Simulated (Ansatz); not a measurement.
Question: Name a neutral molecule of Al, C, Cl and H with HOMO–LUMO gap (PBE/def2-TZVPP) between 4.85 and 5.15 eV and HOMO energy (ωB97M-V/def2-TZVPP) between -10.55 and -10.25 eV (Ansatz, PBE0-D4/def2-TZVP geometry).

Answer: `[CH3][AlH][Cl]` (5.02 eV, -10.42 eV). Other molecules can fit too; these were computed, each in one conformer that needn't be the lowest.
